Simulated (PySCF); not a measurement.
**Working out the ionisation energy of Li**

Li [He] 2s1 (2S) → Li⁺ 1s2 (1S). Calculation: PySCF 2.14, in aug-cc-pCVTZ-DK (7s6p4d2f, 59 functions); the spin-free X2C one-electron Hamiltonian (Gaussian nucleus). Frozen: nothing. Energies in hartree (1 hartree = 27.21139 eV):

```csv
part,Li (lower),Li⁺ (upper)
UHF,-7.433380,-7.237041
CCSD correlation,-0.041562,-0.040209
(T),-0.000022,0.000000
```

**Question.** What does Hartree-Fock give?

**Answer.** (-7.237041) − (-7.433380) = 0.196339 hartree = 5.343 eV.

**Question.** What do CCSD and CCSD(T) give?

**Answer.** The CCSD correlation energies differ by 0.001353 hartree = 0.037 eV and the triples by 0.000022 hartree = 0.001 eV, so CCSD gives 5.380 eV and CCSD(T) 5.381 eV.

Measured between the centres of the two terms (NIST): 5.392 eV, so CCSD(T) (valence and next inner shell) is off by -0.011 eV.

What remains against the reference includes basis incompleteness and higher excitations.
